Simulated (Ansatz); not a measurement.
# Molecular dynamics of AlH6NO

Input:

```yaml
crystal:
  periodic: [false, false, false]
  atoms:
    - { symbol: Al, position_ang: [0.086645, 0.342903, 0.038549] }
    - { symbol: O, position_ang: [-0.18362, -0.021781, 1.92267] }
    - { symbol: H, position_ang: [-1.013901, -0.363388, 2.272456] }
    - { symbol: H, position_ang: [1.500409, -0.212469, -0.427573] }
    - { symbol: H, position_ang: [-1.279351, 0.042274, -0.73083] }
    - { symbol: "N", position_ang: [0.128797, 2.086612, 0.827455] }
    - { symbol: H, position_ang: [1.006882, 2.597206, 0.896904] }
    - { symbol: H, position_ang: [-0.601204, 2.760698, 0.605753] }
    - { symbol: H, position_ang: [-0.147255, 1.093447, 1.863916] }
basis:
  gaussian: { orbitals: def2-SVP }
hamiltonian:
  xc: pbe0
  dispersion: d4
md:
  timestep: 0.5
  n_steps: 200
  ensemble: nve
  temperature: 300.0
  initial_velocities: maxwell_boltzmann
  seed: 8648
```

Command:

```bash
$ ansatz run input.yaml --threads 1 --pin off --max-ram 2048MiB --backend cpu --events-out ev --progress --plain --runs-dir out
```

It starts at the highest image of a converged band, a first-order saddle point between two minima.

Output, in part (step lines, the closing report, with atoms numbered from 0):

```
md step     0: t =     0.00 fs  T =   300.0 K  F+E_penalty+E_count = -10221.05785664 eV  E_kin = 0.271446 eV  conserved = -10220.78641064 eV  (22 SCF iters)
md step     1: t =     0.50 fs  T =   291.7 K  F+E_penalty+E_count = -10221.05015344 eV  E_kin = 0.263926 eV  conserved = -10220.78622753 eV  (24 SCF iters)
md step     2: t =     1.00 fs  T =   268.9 K  F+E_penalty+E_count = -10221.02917820 eV  E_kin = 0.243331 eV  conserved = -10220.78584694 eV  (23 SCF iters)
md step     3: t =     1.50 fs  T =   238.0 K  F+E_penalty+E_count = -10221.00075993 eV  E_kin = 0.215342 eV  conserved = -10220.78541783 eV  (24 SCF iters)
md step     4: t =     2.00 fs  T =   206.1 K  F+E_penalty+E_count = -10220.97157445 eV  E_kin = 0.186503 eV  conserved = -10220.78507188 eV  (24 SCF iters)
md step     5: t =     2.50 fs  T =   179.2 K  F+E_penalty+E_count = -10220.94704073 eV  E_kin = 0.162148 eV  conserved = -10220.78489277 eV  (24 SCF iters)
md step     6: t =     3.00 fs  T =   160.3 K  F+E_penalty+E_count = -10220.92997274 eV  E_kin = 0.145070 eV  conserved = -10220.78490268 eV  (25 SCF iters)
md step     7: t =     3.50 fs  T =   149.4 K  F+E_penalty+E_count = -10220.92022017 eV  E_kin = 0.135159 eV  conserved = -10220.78506120 eV  (25 SCF iters)
[... lines left out ...]
Total energy: -10221.06312229 eV, -375.6171416588 hartree
Atom 0 at     0.041612     0.487375     0.384548 Å, force    -0.406898    -2.909753     0.446966 eV/Å
Atom 1 at    -0.352577    -0.686800     1.659461 Å, force    -1.085298     1.537275    -1.292785 eV/Å
Atom 2 at     0.239534    -0.933223     2.340192 Å, force     0.962861    -0.373085     0.890745 eV/Å
Atom 3 at     1.587403     0.161169     0.009729 Å, force    -0.054402     0.352602    -0.373488 eV/Å
Atom 4 at    -1.259634     0.562819    -0.634357 Å, force     0.590886     0.165300     0.203060 eV/Å
Atom 5 at     0.274185     2.425087     0.566892 Å, force    -1.705592    -0.343465    -3.123737 eV/Å
Atom 6 at     0.925271     2.423406    -0.270741 Å, force    -0.207885     0.809910     1.744545 eV/Å
Atom 7 at    -0.633176     2.769501     0.172253 Å, force     0.843667    -0.141196     0.601323 eV/Å
Atom 8 at     0.472991     2.918764     1.400441 Å, force     1.062661     0.902412     0.903371 eV/Å
Dipole moment:     0.296396     1.341497     0.229767 e Å
```

The steps, from the saved trajectory:

| time (fs) | T (K) | potential energy less start (eV) | conserved less start (meV/atom) |
| --- | --- | --- | --- |
| 0 | 300 | 0.000 | 0.00 |
| 3 | 160 | 0.128 | 0.17 |
| 6 | 136 | 0.150 | 0.17 |
| 9 | 226 | 0.067 | 0.03 |
| 12 | 110 | 0.174 | 0.14 |
| 15 | 98 | 0.184 | 0.19 |
| 18 | 241 | 0.054 | 0.09 |
| 21 | 348 | -0.042 | 0.13 |
| 24 | 520 | -0.199 | -0.05 |
| 27 | 531 | -0.209 | 0.05 |
| 30 | 644 | -0.310 | 0.13 |
| 33 | 940 | -0.580 | -0.13 |
| 36 | 807 | -0.457 | 0.20 |
| 39 | 727 | -0.385 | 0.10 |
| 42 | 740 | -0.399 | -0.01 |
| 45 | 678 | -0.340 | 0.22 |
| 48 | 689 | -0.351 | 0.09 |
| 51 | 770 | -0.425 | 0.04 |
| 54 | 792 | -0.444 | 0.11 |
| 57 | 662 | -0.327 | 0.07 |
| 60 | 539 | -0.215 | 0.13 |
| 63 | 649 | -0.315 | 0.04 |
| 66 | 674 | -0.339 | 0.00 |
| 69 | 574 | -0.246 | 0.17 |
| 72 | 754 | -0.410 | 0.00 |
| 75 | 880 | -0.525 | -0.08 |
| 78 | 730 | -0.388 | 0.13 |
| 81 | 695 | -0.357 | 0.02 |
| 84 | 673 | -0.338 | -0.05 |
| 87 | 541 | -0.217 | 0.11 |
| 90 | 546 | -0.222 | 0.03 |
| 93 | 639 | -0.308 | -0.08 |
| 96 | 514 | -0.193 | 0.07 |
| 99 | 337 | -0.032 | 0.12 |

The run went to its last step. The conserved energy stayed within 0.25 meV per atom of its start (net change 0.15 meV per atom), so the integration is sound. The kinetic energy rose, since the run started high on the potential surface and went downhill. A run of 0.1 ps of so small a system gives no equilibrium averages. The orbitals stay closed-shell, which can raise the energy where a bond breaks towards radicals; this wasn't checked here.

Between its relaxed ends the band would form O2–H9 and break N6–H9. These pairs go: O2–H9 1.12 → 3.71 Å, N6–H9 1.46 → 0.99 Å. In the last frame they stand as before the step (other bonds may differ from the relaxed reactants and products). It ends as one piece, AlH6NO. Pairs count as bonded within 1.25 times the sum of covalent radii (0.12 Å more for H–H).

Last frame:

```xyz
9
Properties=species:S:1:pos:R:3
Al 0.042 0.487 0.385
O -0.353 -0.687 1.659
H 0.239 -0.933 2.340
H 1.587 0.161 0.010
H -1.260 0.563 -0.634
N 0.274 2.425 0.567
H 0.925 2.423 -0.271
H -0.633 2.769 0.172
H 0.473 2.919 1.400
```

Time of the run: 4.2 min on 1 thread of Intel(R) Xeon(R) 6975P-C (Granite Rapids), with other jobs on the host, peak memory 0.15 GiB.
